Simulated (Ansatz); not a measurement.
**Molecular dynamics, step by step**

CH$_{2}$LiN (SMILES [Li][N]=C), closed shell, PBE0-D4/def2-SVP (Ansatz 0.2.0). Settings (timestep in fs, temperature in K; T counts 9 degrees of freedom):

```yaml
hamiltonian: {xc: pbe0, dispersion: d4}
md: {n_steps: 40, timestep: 1.0, temperature: 100, ensemble: nve, seed: 649, initial_velocities: maxwell_boltzmann}
```

Start (the SMILES describes the start alone):

| atom | x (Å) | y (Å) | z (Å) |
| --- | --- | --- | --- |
| Li1 | -2.2029 | 0.3869 | -0.6570 |
| N2 | -0.6134 | 0.1085 | -0.1833 |
| C3 | 0.5555 | -0.0978 | 0.1657 |
| H4 | 0.9636 | -1.1090 | 0.3609 |
| H5 | 1.2972 | 0.7113 | 0.3138 |

| step | time (fs) | potential energy less the start (meV) | kinetic energy (meV) | T (K) |
| --- | --- | --- | --- | --- |
| 0 | 0.00 | 0.0 | 38.8 | 100 |
| 2 | 2.00 | 18.5 | 21.7 | 56 |
| 4 | 4.00 | 3.8 | 34.8 | 90 |
| 6 | 6.00 | 18.3 | 21.2 | 55 |
| 8 | 8.00 | 24.2 | 15.9 | 41 |
| 10 | 10.00 | -5.7 | 44.2 | 114 |
| 12 | 12.00 | 5.3 | 33.9 | 87 |
| 14 | 14.00 | 21.0 | 19.2 | 50 |
| 16 | 16.00 | -3.6 | 42.2 | 109 |
| 18 | 18.00 | 6.5 | 33.0 | 85 |
| 20 | 20.00 | 16.6 | 23.3 | 60 |
| 22 | 22.00 | 7.1 | 31.6 | 81 |
| 24 | 24.00 | 29.1 | 10.8 | 28 |
| 26 | 26.00 | 24.1 | 15.8 | 41 |
| 28 | 28.00 | -6.9 | 45.1 | 116 |
| 30 | 30.00 | 14.5 | 25.2 | 65 |
| 32 | 32.00 | 22.1 | 17.9 | 46 |
| 34 | 34.00 | 2.6 | 36.0 | 93 |
| 36 | 36.00 | 15.7 | 24.1 | 62 |
| 38 | 38.00 | 8.3 | 31.0 | 80 |
| 40 | 40.00 | 1.2 | 37.3 | 96 |

Step 20, positions (Å) and forces (eV/Å):

```json
{"atom": "Li1", "x": "-2.244", "y": "0.407", "z": "-0.640", "Fx": "0.295", "Fy": "-0.068", "Fz": "0.046"}
{"atom": "N2", "x": "-0.607", "y": "0.096", "z": "-0.211", "Fx": "0.137", "Fy": "-0.093", "Fz": "0.057"}
{"atom": "C3", "x": "0.567", "y": "-0.097", "z": "0.178", "Fx": "0.100", "Fy": "0.197", "Fz": "0.269"}
{"atom": "H4", "x": "1.004", "y": "-1.132", "z": "0.430", "Fx": "-0.180", "Fy": "0.705", "Fz": "-0.219"}
{"atom": "H5", "x": "1.311", "y": "0.765", "z": "0.369", "Fx": "-0.352", "Fy": "-0.741", "Fz": "-0.153"}
```

Step 28, positions (Å) and forces (eV/Å):

```tsv
atom	x	y	z	Fx	Fy	Fz
Li1	-2.248	0.412	-0.634	0.361	-0.086	0.054
N2	-0.605	0.091	-0.218	0.077	0.028	0.085
C3	0.568	-0.094	0.183	-0.443	0.048	-0.009
H4	0.999	-1.105	0.429	0.003	0.067	-0.070
H5	1.307	0.734	0.372	0.001	-0.057	-0.060
```

Step 36, positions (Å) and forces (eV/Å):

| atom | x | y | z | Fx | Fy | Fz |
| --- | --- | --- | --- | --- | --- | --- |
| Li1 | -2.224 | 0.409 | -0.624 | 0.019 | -0.024 | -0.036 |
| N2 | -0.605 | 0.088 | -0.224 | -0.554 | 0.226 | -0.023 |
| C3 | 0.553 | -0.088 | 0.188 | -0.022 | -0.212 | -0.261 |
| H4 | 0.999 | -1.072 | 0.397 | 0.164 | -0.794 | 0.192 |
| H5 | 1.308 | 0.694 | 0.348 | 0.392 | 0.804 | 0.128 |

Last step (40):

Li1  (-2.208, 0.406, -0.620)
N2  (-0.615, 0.090, -0.228)
C3  (0.558, -0.090, 0.191)
H4  (0.992, -1.113, 0.396)
H5  (1.307, 0.742, 0.341)
(Å)

The run took about 17 s on 2 CPU threads of an Arm Neoverse V2 (shared host).
